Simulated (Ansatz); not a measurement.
Density of states of YB6 (Pm-3m, a = 4.089 Å, b = 4.089 Å, c = 4.089 Å, α = 90.00°, β = 90.00°, γ = 90.00°), in states per eV and primitive cell, averaged over bins of 0.4 eV. Theory: DFT r2SCAN, scalar-relativistic, plane waves, PAW (Ansatz).

Plane waves to 500 eV, a k mesh through Γ of 10×10×10 on the computed 7-atom cell and Gaussian smearing (0.10 eV); no spin polarisation.

The cell is relaxed at this level. The states (both spins) are summed by tetrahedra on a 15×15×15 mesh at the self-consistent density. Energies are bin centres; the table starts no lower than −8 eV and ends at 6 eV, or lower where the solved bands end.

It is a metal at this level.

```tsv
E − E_F (eV)	total	B 2p	Y 4d	B 2s	Y 5s
-7.85	0.99	0.69	0.06	0.22	0.01
-7.45	1.02	0.72	0.07	0.22	0.01
-7.05	1.37	1.01	0.10	0.23	0.01
-6.65	1.92	1.52	0.14	0.22	0.02
-6.25	2.31	1.89	0.16	0.21	0.02
-5.85	2.76	2.31	0.19	0.21	0.01
-5.45	1.76	1.48	0.14	0.12	0.00
-5.05	2.84	2.37	0.26	0.18	0.01
-4.65	3.01	2.56	0.25	0.17	0.00
-4.25	2.09	1.80	0.17	0.10	0.00
-3.85	3.19	2.83	0.18	0.15	0.01
-3.45	3.06	2.82	0.12	0.10	0.01
-3.05	1.87	1.75	0.07	0.04	0.00
-2.65	0.70	0.61	0.07	0.02	0.00
-2.25	0.74	0.60	0.12	0.01	0.00
-1.85	0.41	0.29	0.12	0.01	0.00
-1.45	0.34	0.17	0.16	0.01	0.00
-1.05	0.43	0.21	0.21	0.01	0.00
-0.65	0.56	0.27	0.27	0.01	0.00
-0.25	0.76	0.35	0.37	0.02	0.01
0.15	0.78	0.35	0.39	0.02	0.01
0.55	1.09	0.46	0.55	0.04	0.01
0.95	1.33	0.54	0.68	0.06	0.01
1.35	2.45	0.97	1.21	0.18	0.01
1.75	2.59	0.74	1.64	0.14	0.01
2.15	4.57	0.71	3.43	0.29	0.07
2.55	4.92	0.78	3.67	0.28	0.10
2.95	4.31	1.00	2.80	0.33	0.08
3.35	2.37	0.74	1.27	0.17	0.14
3.75	2.53	0.94	1.04	0.20	0.26
4.15	3.33	1.33	1.18	0.24	0.39
4.55	2.55	1.08	0.63	0.24	0.42
4.95	2.11	1.14	0.45	0.12	0.21
5.35	2.35	1.24	0.49	0.12	0.30
5.75	2.81	1.51	0.47	0.16	0.41
```

The columns after the total are the main Löwdin projections on the occupied valence shells of the potentials; 1 other is left out. The rest of the total lies in those, in shells that are empty in the free atom, which aren't projected, and between the atoms.

Cost: 1 run of about 1.4 core-minutes, on Arm Neoverse V1 (shared hosts).